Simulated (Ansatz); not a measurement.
Abridged output of a molecular run in Ansatz:

```
Functional definition: HF
1507 factors; integrals over basis functions are off by at most 8.7e-4 eV
mean field evaluation 1: about -6937.0996 eV, gradient 3.6e1 eV
mean field evaluation 2: about -6937.3312 eV, gradient 3.6e1 eV
mean field evaluation 4: about -6940.6650 eV, gradient 4.5e0 eV
mean field evaluation 8: about -6940.7312 eV, gradient 2.5e-1 eV
mean field -6940.73155193 eV, -255.0671799367 hartree, gradient 1.7e-6 eV, S^2 0.000000; 0 other end points of the search recorded, 0 dependent functions left out
5 core orbitals not correlated: weight in the atoms' cores, before any rotation towards them, 1.000 or more for the frozen orbitals, at most 0.000 for the correlated occupied ones
reference -6940.73155193 eV, -255.0671799367 hartree; 15, 15 occupied and 233, 233 virtual orbitals, 1507 factors
second order -25.07578204 eV of doubles, -0.00000000 eV of singles
cycle   1  -25.44075450 eV  change   -3.6e-1 eV  update   1.0e-1
cycle   2  -26.00596006 eV  change   -5.7e-1 eV  update   3.1e-2
cycle   3  -26.14271181 eV  change   -1.4e-1 eV  update   1.6e-2
cycle   4  -26.13730248 eV  change    5.4e-3 eV  update   4.0e-3
cycle   5  -26.13603076 eV  change    1.3e-3 eV  update   1.8e-3
cycle   6  -26.13699943 eV  change   -9.7e-4 eV  update   4.7e-4
cycle   7  -26.13682296 eV  change    1.8e-4 eV  update   2.0e-4
cycle   8  -26.13675340 eV  change    7.0e-5 eV  update   6.7e-5
cycle   9  -26.13676603 eV  change   -1.3e-5 eV  update   2.9e-5
perturbative correction -1.01991279 eV, -0.0374811038 hartree
Total energy: -6967.88823076 eV, -256.0651694761 hartree
```

Its atoms:

```xyz
12

C    -1.083    0.603   -0.656
C    -0.004   -0.178    0.018
C     1.162    0.578    0.565
C    -0.047   -1.495    0.144
F    -1.066   -2.235   -0.325
H    -1.885   -0.039   -1.018
H    -0.677    1.164   -1.503
H    -1.511    1.337    0.034
H     1.670    1.137   -0.229
H     1.893   -0.081    1.036
H     0.835    1.311    1.310
H     0.712   -2.102    0.624
```

(1) Which basis set was used?
A. cc-pV(D+d)Z
B. def2-TZVPP
C. def2-SVP
D. def2-TZVPPD

(2) Write the keys of the input that set method, charge and spin (a neutral closed shell needs none for the last two).

## Answers

(1) B. It gives 253 functions.

(2) 
```yaml
correlation: {method: ccsd_t}
```
